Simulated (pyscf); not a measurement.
**Four-centre exchange: H₂P–GeH₃ + water (H₂O) → HO–PH₂ + germane (GeH₄)**

Gas phase, singlet surface, charge 0. Bonds broken: P1–Ge2, O8–H9. Bonds formed: P1–O8, Ge2–H9. Single points on ωB97X-D3(BJ)/def2-SVP structures (PySCF, gas phase). MP2 and CC: frozen core, UHF for open shells. ΔMP2 is the change of the MP2 total energy from the triple- to the quadruple-zeta basis.

Transition state (Å):

```xyz
10

P     -1.9957    -0.8532    -0.1737
Ge     0.1869     0.6633     0.6989
H     -1.0995    -1.9506    -0.2184
H     -2.8705    -1.4466    -1.1680
H      0.3747    -0.4401     1.7741
H     -0.4547     1.8548     1.4575
H      1.6307     1.1381     0.3581
O     -1.3586     0.0028    -1.8498
H     -0.5956     0.4697    -1.3386
H     -1.9846     0.6875    -2.1539
```

One imaginary mode, 371i cm⁻¹; descent along it reached the two sides named.

```csv
bond,change,reactant side (Å),saddle,product side
P1–Ge2,breaks,2.303,2.8,3.6
O8–H9,breaks,0.965,1.030,2.8
P1–O8,forms,3.6,1.987,1.669
Ge2–H9,forms,3.2,2.191,1.535
```

Electronic energies relative to the separated reactants (kcal/mol):

| level | barrier | reaction energy | reverse barrier |
|---|---|---|---|
| ωB97X-D3(BJ)/def2-TZVP | 66.8 | +11.3 | 55.5 |
| PBE/def2-TZVP | 52.9 | +10.0 | 42.9 |
| r²SCAN/def2-TZVP | 58.0 | +9.5 | 48.6 |
| B3LYP-D3(BJ)/def2-TZVP | 58.5 | +8.2 | 50.3 |
| PBE0-D3(BJ)/def2-TZVP | 59.3 | +10.9 | 48.4 |
| M06-2X/def2-TZVP | 63.2 | +8.5 | 54.7 |
| ωB97M-D3(BJ)/def2-TZVP | 62.2 | +7.5 | 54.8 |
| HF/def2-TZVP | 84.3 | +4.2 | 80.1 |
| MP2/def2-QZVPP | 65.4 | +11.8 | 53.6 |
| CCSD/def2-TZVPP | 69.8 | +9.9 | 59.9 |
| CCSD(T)/def2-TZVPP | 65.9 | +10.5 | 55.4 |
| CCSD(T)/def2-TZVPP + ΔMP2(QZVPP) | 65.4 | +10.9 | 54.5 |

With CCSD(T)/def2-TZVPP + ΔMP2(QZVPP) energies and thermal terms (ideal gas, 1 atm, RRHO with modes under 100 cm⁻¹ raised to 100, one conformer, R ln 2 for chiral ones without a mode under 150 cm⁻¹), in kcal/mol:

```
T (K)   ΔH‡    ΔG‡    ΔH     ΔG
-----  ----  -----  ----  -----
298    64.5   74.7  +9.6  +10.7
600    64.6   85.1  +9.0  +12.1
900    65.1   95.2  +8.9  +13.7
1200   65.8  105.2  +9.0  +15.3
```

The same reactants have a lower exit, to PH₃ + HO–GeH₃ (barrier +41.2 kcal/mol at ωB97M-D3(BJ)/def2-TZVP, against +62.2 kcal/mol here). This is the saddle that the search found; another between the same sides may lie lower. The CCSD(T) − MP2 part came from Ansatz, without density fitting, on the same reference. The frozen core leaves the outer d or s,p core shells of the metals and heavy elements correlated in the MP2 and CC values, and def2-TZVPP describes them poorly, which can shift differences by a few kcal/mol. Elements up to Kr have no core potential and no relativistic terms here.
